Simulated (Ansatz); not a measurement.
# CH₃NS: vertical ionisation energy

How much energy removes an electron from CH₃NS at fixed geometry? The cation is run at each level and the neutral's energy taken from earlier runs.

Computed with Ansatz 0.2.0, Gaussian basis. Level: unrestricted cation, the program's frozen cores in correlated methods.

Levels to be run: UKS PBE-D4/def2-TZVPP; UKS r2SCAN-D4/def2-TZVPP; UKS PBE0-D4/def2-TZVPP; UKS B3LYP-D4/def2-TZVPP; UKS wB97X-V/def2-TZVPP; UKS wB97M-V/def2-TZVPP; UKS B2PLYP/def2-TZVPP; UHF-CCSD(T)/def2-TZVPP; UHF-MP2/def2-QZVPP; extrapolation to the limit; then −ε(HOMO) from the neutral's earlier runs with LDA (SPW92), PBE-D4, revPBE-D4, BLYP-D4, r2SCAN-D4, B97M-V, PBE0-D4, B3LYP-D4, r2SCANh-D4, r2SCAN0-D4, HSE06-D4, BHLYP-D4, CAM-B3LYP-D4, LC-ωPBE, ωB97X-V, ωB97M-V.

## Step 1: The geometry

The geometry comes from an earlier relaxation with PBE0-D4 in a triple-zeta def2 set; it is a stationary point.

SMILES `N=CS`, 6 atoms, charge 0, spin multiplicity 1.

Atoms are counted from 1 here; the program's logs count them from 0.

Bond lengths: N1–C2 1.260 Å, N1–H4 1.017 Å, C2–S3 1.754 Å, C2–H5 1.095 Å, S3–H6 1.342 Å. Angles: C2–N1–H4 111.0°, N1–C2–S3 119.8°, N1–C2–H5 125.8°, S3–C2–H5 114.4°, C2–S3–H6 95.7°.

## Step 2: Cation, UKS PBE-D4/def2-TZVPP

File in.yaml:

```yaml
crystal:
  periodic: [false, false, false]
  atoms:
    - {symbol: N, position_ang: [-1.028467, -0.701427, -0.614409]}
    - {symbol: C, position_ang: [-0.090653, -0.008369, -0.138215]}
    - {symbol: S, position_ang: [0.666056, -0.483987, 1.371141]}
    - {symbol: H, position_ang: [-1.367203, -0.306045, -1.488434]}
    - {symbol: H, position_ang: [0.323579, 0.901480, -0.584241]}
    - {symbol: H, position_ang: [1.538689, 0.534247, 1.408058]}
basis:
  gaussian: {orbitals: def2-TZVPP}
total_charge: 1
magnetization: {spin_polarized: true, initial_magnetization: 1}
hamiltonian: {xc: pbe, dispersion: d4}
```

Launch:

```
> ansatz run in.yaml --threads 2 --pin off --events-out ev --progress --plain --max-ram 4352MiB
```

Further steps of the session: Cation, UKS r2SCAN-D4/def2-TZVPP; Cation, UKS PBE0-D4/def2-TZVPP; Cation, UKS B3LYP-D4/def2-TZVPP; Cation, UKS wB97X-V/def2-TZVPP; Cation, UKS wB97M-V/def2-TZVPP; Cation, UKS B2PLYP (frozen core)/def2-TZVPP; Cation, UHF-CCSD(T)/def2-TZVPP; Cation, UHF-MP2/def2-QZVPP.

Before running them: what should the planned runs give, taken together? Wanted: ionisation energy, CCSD(T)/CBS; nearest functional by difference; nearest −ε(HOMO); −ε(HOMO) of PBE; T1 of the cation.

The runs gave:

| quantity | value |
| --- | --- |
| ionisation energy, CCSD(T)/CBS | 9.95 eV |
| nearest functional by difference | ωB97X-V (-0.19 eV) |
| nearest −ε(HOMO) | LC-ωPBE (+0.08 eV) |
| −ε(HOMO) of PBE | 6.21 eV |
| T1 of the cation | 0.035 |

Energy differences with functionals land within 0.30 eV of the reference. −ε(HOMO) of PBE misses by 3.7 eV, since self-interaction lifts the level. Among orbital estimates LC-ωPBE comes nearest. Hartree-Fock falls 1.48 eV short, as the neutral has more correlation energy than the cation. The cation's T1 (from the report) is 0.035, near the customary mark of 0.045 for open shells, so the coupled-cluster value is less safe. The cation may have settled in a state other than its lowest; no search over hole states beyond the program's own was made.
